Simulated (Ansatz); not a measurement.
Relaxation of AlH6NO (9 atoms, charge 0, multiplicity 1), to a largest force component of 0.03 eV/Å in at most 50 steps.

The calculation used RKS PBE-D4/def2-SVP (Ansatz 0.2.0).

```xyz
9
Properties=species:S:1:pos:R:3
Al 0.073 -0.259 0.144
N 0.028 -0.177 2.022
H -0.794 -0.425 2.579
H 0.865 -0.207 2.609
H 1.512 -0.240 -0.536
H -1.334 -0.486 -0.572
O -0.374 2.608 0.753
H -1.346 2.655 0.682
H -0.255 2.008 1.540
```

Problem. Where does it end, and by what steps?

Solution. The run converged. After 24 steps the energy has fallen by 1.322 eV; H9 moved furthest, 1.34 Å. Parted: O7–H9 (1.00 → 2.28 Å). Joined: Al1–O7 (2.96 → 1.77 Å), N2–H9 (2.25 → 1.03 Å).

```csv
step,energy less start (eV),largest force component (eV/Å),accepted
0,0.0000,1.313,yes
1,-0.1876,0.788,yes
2,-0.4180,1.227,yes
3,-0.5361,0.934,yes
4,-0.5270,0.730,no
5,-0.6028,0.167,yes
6,-0.6031,0.325,yes
7,-0.6103,0.422,yes
8,-0.6157,0.082,yes
9,-0.6170,0.045,yes
10,-0.6187,0.034,yes
11,-0.6194,0.068,yes
12,-0.6199,0.206,yes
13,-0.6221,0.120,yes
14,-0.6292,0.178,yes
15,-0.6790,0.551,yes
16,-0.9244,0.952,yes
17,-0.9884,3.404,yes
18,-1.2006,1.414,yes
19,-1.2725,0.759,yes
20,-1.3045,0.254,yes
21,-1.3120,0.371,yes
22,-1.3097,0.268,no
23,-1.3211,0.105,yes
24,-1.3225,0.016,yes
```

```xyz
9
Properties=species:S:1:pos:R:3
Al -0.176 0.461 0.098
N -0.009 0.102 2.125
H -0.709 -0.536 2.526
H 0.920 -0.187 2.458
H 1.316 0.158 -0.444
H -1.385 -0.509 -0.357
O -0.573 2.135 0.502
H -0.810 2.797 -0.165
H -0.201 1.055 2.476
```

The run took 60 s on 1 thread of Arm Neoverse V1, on a shared host, peak memory 0.14 GiB.
